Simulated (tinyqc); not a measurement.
CID on RHF in the sto-3g basis, frozen core, for HF, spin multiplicity 1, step by step. One step of it, computed by the program tinyqc.

Problem. Iteration 1: building the Fock matrix. J_ij = sum D_kl (ij|kl), K_ij = sum D_kl (ik|jl); F = H + J - 0.5 K; E = tr D H + tr D J / 2 - 0.25 tr D K + E_nn.

D at the start, lower triangle:
```
            1F 1s      1F 2s    1F 2px    1F 2py    1F 2pz     2H 1s
1F 1s    2.156737
1F 2s   -0.502619   2.130128
1F 2px   0.000000   0.000000  1.637263
1F 2py   0.000000   0.000000  0.000000  1.637263
1F 2pz   0.018642  -0.109778  0.000000  0.000000  1.492974
2H 1s   -0.018054   0.029979  0.000000  0.000000  0.157304  1.037544
```

core Hamiltonian H = T + V (hartree), lower triangle:
```
             1F 1s       1F 2s     1F 2px     1F 2py     1F 2pz      2H 1s
1F 1s   -40.664106
1F 2s    -9.541766  -11.132784
1F 2px    0.000000    0.000000  -8.780633
1F 2py    0.000000    0.000000   0.000000  -8.780633
1F 2pz   -0.018468   -0.213748   0.000000   0.000000  -8.928631
2H 1s    -2.462875   -4.779886   0.000000   0.000000  -2.951600  -5.871615
```

Two-electron integrals (ij|kl) in chemists' order, unique and non-zero (hartree):
```
(11|11) 5.403501   (21|11) 0.841920   (21|21) 0.156299   (22|11) 1.268028
(22|21) 0.292344   (22|22) 0.926167   (31|31) 0.027998   (32|31) 0.043169
(32|32) 0.204588   (33|11) 1.264502   (33|21) 0.292403   (33|22) 0.925959
(33|33) 0.997514   (41|41) 0.027998   (42|41) 0.043169   (42|42) 0.204588
(43|43) 0.053770   (44|11) 1.264502   (44|21) 0.292403   (44|22) 0.925959
(44|33) 0.889973   (44|44) 0.997514   (51|51) 0.027998   (52|51) 0.043169
(52|52) 0.204588   (53|53) 0.053770   (54|54) 0.053770   (55|11) 1.264502
(55|21) 0.292403   (55|22) 0.925959   (55|33) 0.889973   (55|44) 0.889973
(55|55) 0.997514   (61|11) 0.219884   (61|21) 0.040415   (61|22) 0.074915
(61|33) 0.074809   (61|44) 0.074809   (61|51) 0.001605   (61|52) 0.002990
(61|55) 0.075136   (61|61) 0.010553   (62|11) 0.496006   (62|21) 0.115630
(62|22) 0.401780   (62|33) 0.396371   (62|44) 0.396371   (62|51) 0.007695
(62|52) 0.057291   (62|55) 0.412229   (62|61) 0.030208   (62|62) 0.205085
(63|31) 0.012824   (63|32) 0.073235   (63|53) 0.012365   (63|63) 0.032260
(64|41) 0.012824   (64|42) 0.073235   (64|54) 0.012365   (64|64) 0.032260
(65|11) 0.309612   (65|21) 0.073193   (65|22) 0.272570   (65|33) 0.260469
(65|44) 0.260469   (65|51) 0.017189   (65|52) 0.111056   (65|55) 0.296471
(65|61) 0.020021   (65|62) 0.170484   (65|65) 0.173318   (66|11) 0.599467
(66|21) 0.142014   (66|22) 0.563219   (66|33) 0.543355   (66|44) 0.543355
(66|51) 0.013372   (66|52) 0.134283   (66|55) 0.602296   (66|61) 0.037429
(66|62) 0.347590   (66|65) 0.335771   (66|66) 0.774606
```

nuclear repulsion = 5.75192621 hartree

Give: Coulomb J; exchange K; Fock matrix F; total energy of this density.

Solution.

Coulomb J (hartree), lower triangle:
```
         1F 1s  1F 2s  1F 2px  1F 2py  1F 2pz  2H 1s
1F 1s   20.278
1F 2s    3.851  9.520
1F 2px   0.000  0.000   9.491
1F 2py   0.000  0.000   0.000   9.491
1F 2pz   0.011  0.134   0.000   0.000   9.549
2H 1s    0.996  4.136   0.000   0.000   2.859  5.928
```

exchange K (hartree), lower triangle:
```
         1F 1s  1F 2s  1F 2px  1F 2py  1F 2pz  2H 1s
1F 1s   11.280
1F 2s    1.957  3.242
1F 2px   0.000  0.000   2.296
1F 2py   0.000  0.000   0.000   2.296
1F 2pz   0.019  0.150   0.000   0.000   2.397
2H 1s    0.554  1.647   0.000   0.000   1.026  1.686
```

Fock matrix F (hartree), lower triangle:
```
          1F 1s   1F 2s  1F 2px  1F 2py  1F 2pz   2H 1s
1F 1s   -26.026
1F 2s    -6.669  -3.234
1F 2px    0.000   0.000  -0.437
1F 2py    0.000   0.000   0.000  -0.437
1F 2pz   -0.017  -0.154   0.000   0.000  -0.578
2H 1s    -1.743  -1.467   0.000   0.000  -0.606  -0.786
```

total energy of this density = -99.59125 hartree

This density is the starting one; it is not idempotent, so its energy is not variational and may lie below the converged one.
